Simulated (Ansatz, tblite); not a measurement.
Cost and result up the ladder for the cluster Mg2H4 (the lowest singlet isomer of a short search) (6 atoms). Total charge 0; singlet. Geometry: r2SCAN-D4/def2-TZVP.

```
atom   x (Å)   y (Å)   z (Å)
 Mg1  -0.473   0.540  -1.194
 Mg2   0.471  -0.542   1.193
  H3   1.052  -1.197   2.650
  H4   0.941  -0.557  -0.625
  H5  -1.045   1.206  -2.649
  H6  -0.947   0.550   0.625
```

Ansatz on 4 threads of Arm Neoverse V1 on a shared host; xTB runs through tblite on one thread. Times are rough, summed over both states, and most runs start from the orbitals of an earlier one. PBE0-D4/def2-TZVP serves as the yardstick here, not as an exact answer. The other state is a doublet.

The xTB rows come from tblite. Correlated methods freeze 2 core orbitals; core or outer-core shells of Mg are correlated, in sets that lack core-valence functions. In CCSD on the charge 1 doublet the largest single amplitude is 0.30, so its Hartree–Fock determinant may place the open shell otherwise than the density functionals do. HOMO above LUMO, or a gap near zero within one spin, warns that the state may not be the lowest or that an electron is smeared out. The structure comes from a short search, and lower isomers may exist.

Run but left out: HF/def2-TZVPP, MP2/def2-TZVPP (charge +1 doublet: a determinant that CCSD turns far, T1 0.047).

Correlated methods converge slowly with the basis.

Raw xTB energies of ions are shifted by several eV.

```csv
level,functions,vertical IE (eV),difference from PBE0-D4/def2-TZVP (eV),remarks
r2SCAN-D4/def2-TZVP,88,9.08,-0.29,–
PBE0-D4/def2-TZVP,88,9.36,0.00,–
GFN1-xTB,16,14.73,5.36,–
PBE-D4/def2-TZVP (with forces),88,9.00,-0.37,gap within one spin near zero (+1 doublet)
GFN2-xTB,22,12.90,3.53,–
CCSD(T)/def2-TZVPP,120,9.95,0.58,large T1 (0.047) (+1 doublet)
```

Question: Estimate how long each takes.

Answer: GFN1-xTB 0.005 s; GFN2-xTB 0.005 s; PBE-D4/def2-TZVP (with forces) 1.6 s; PBE0-D4/def2-TZVP 2.2 s; r2SCAN-D4/def2-TZVP 3.2 s; CCSD(T)/def2-TZVPP 36 s. On shared hardware such times vary by a factor of up to 3.
